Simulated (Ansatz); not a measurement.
C3H4FNS, SMILES `C#CC(N)(F)S`, relaxed with RKS PBE0-D4/def2-TZVP in Ansatz from a PBE-D4/def2-SVP geometry. The force threshold is 0.005 eV/Å; the program also tests the step.

Charge 0, multiplicity 1.

Start:

```xyz
10

C    -0.596    0.418   -2.112
C    -0.286    0.070   -0.982
C     0.090   -0.361    0.368
N    -0.897   -0.007    1.318
F     0.272   -1.746    0.365
S     1.755    0.386    0.841
H    -0.864    0.731   -3.112
H    -0.535    0.046    2.275
H    -1.430    0.828    1.066
H     2.492   -0.365   -0.026
```

(1) How much energy does the relaxation release, and in how many steps? (Best estimate.)

(2) Which bonds change most? (Estimate.)

(3) Give the relaxed structure. (An estimate is asked.)

Results:

(1) The calculation gave: 0.08 eV, in 8 steps.

(2) The calculation gave: C3–S6 from 1.886 to 1.840 Å; C1–C2 from 1.222 to 1.198 Å; S6–H10 from 1.363 to 1.343 Å; C1–H7 from 1.081 to 1.065 Å.

(3) Computed: 
```xyz
10

C    -0.575    0.411   -2.079
C    -0.271    0.058   -0.975
C     0.100   -0.366    0.370
N    -0.889   -0.002    1.309
F     0.243   -1.742    0.370
S     1.729    0.344    0.848
H    -0.841    0.723   -3.062
H    -0.539    0.060    2.255
H    -1.409    0.818    1.043
H     2.452   -0.305   -0.079
```
